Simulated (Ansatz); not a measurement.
Bulk modulus B0 (GPa) of solids drawn from the class of elemental solids other than molecular ones, at two levels: LDA in Ansatz (PAW), and PBEsol in Ansatz (plane waves, PAW).

| solid | LDA | PBEsol | shift (%) |
|---|---|---|---|
| hcp Tl | 42.5 | 36.0 | -15.3 |
| bcc Li | 15.1 | 13.7 | -9.3 |
| hcp Hf | 120 | 113 | -5.8 |
| bcc V | 209 | 197 | -5.7 |
| bcc Fe | 249 | 224 | -10.0 |
| grey tin (α-Sn) | 44.3 | 41.0 | -7.4 |
| diamond-structure Ge | 71.3 | 66.9 | -6.2 |
| hcp Co | 273 | 242 | -11.4 |
| fcc Ca | 19.1 | 18.0 | -5.8 |
| bcc Nb | 191 | 181 | -5.2 |

The shifts run from -15.3 % to -5.2 %, with a median of -6.8 %.

Over all 10 rows PBEsol is the larger in 0.

Ansatz's runs of these crystals have no spin polarisation, but for bcc Fe, hcp Co.

Density-functional runs with spin start from parallel moments for bcc Fe, parallel moments for hcp Co.

Spin–orbit coupling is left out, also for the solids with elements from indium on (hcp Tl, hcp Hf, grey tin (α-Sn)); its size isn't shown.

Each level is taken at its own relaxed cell. Caveats: the gap of the solid is closed in this run (diamond-structure Ge). Ansatz's density-functional and Hartree–Fock values are scalar-relativistic unless marked +SOC, with PAW data made under PBE.

Ansatz is a quantum-chemistry and plane-wave program.
